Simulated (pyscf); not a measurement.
•H₂Si–O–SiH₃ → cyclic H₄OSi₂ (SMILES O1[SiH2][SiH2]1) + H atom (H•), a ring closure with loss of a group (doublet surface; H–Si broken, Si–Si formed). Optimised with ωB97X-D3(BJ)/def2-SVP in PySCF. MP2 and CC: frozen core, UHF for open shells. ΔMP2 is the change of the MP2 total energy from the triple- to the quadruple-zeta basis. Energies in kcal/mol from the reactant's lowest minimum found.

GFN2-xTB: tblite. Open shells are spin-unrestricted. 

Task: Quick GFN2-xTB single points give ΔE‡ = 67.5 kcal/mol and ΔE = +71.1 kcal/mol. What does CCSD(T)/def2-TZVPP + ΔMP2(QZVPP) give, and how far is the quick result from it?

Result: CCSD(T)/def2-TZVPP + ΔMP2(QZVPP) gives ΔE‡ = 67.9 kcal/mol and ΔE = +66.7 kcal/mol. GFN2-xTB lies 0.4 kcal/mol under it in the barrier and 4.4 kcal/mol over it in the reaction energy, so on this step it does not hold to within 3.0 kcal/mol. At GFN2-xTB this geometry lies under one side, so its ΔE‡ may be no barrier of that level. CCSD(T)/def2-TZVPP + ΔMP2(QZVPP) has limits of its own. The same reactants have a lower exit, to •H₂Si–O–SiH₃ (barrier +26.9 kcal/mol at ωB97M-D3(BJ)/def2-TZVP, against +67.3 kcal/mol here). cyclic H₄OSi₂ (SMILES O1[SiH2][SiH2]1) lies 7.4 kcal/mol over its isomer :HSi–O–SiH₃ [singlet] (electronic energy, ωB97M-D3(BJ)/def2-TZVP). One saddle was located; it need not be the lowest between these sides. The CCSD(T) − MP2 part came from Ansatz, without density fitting, on the same reference.
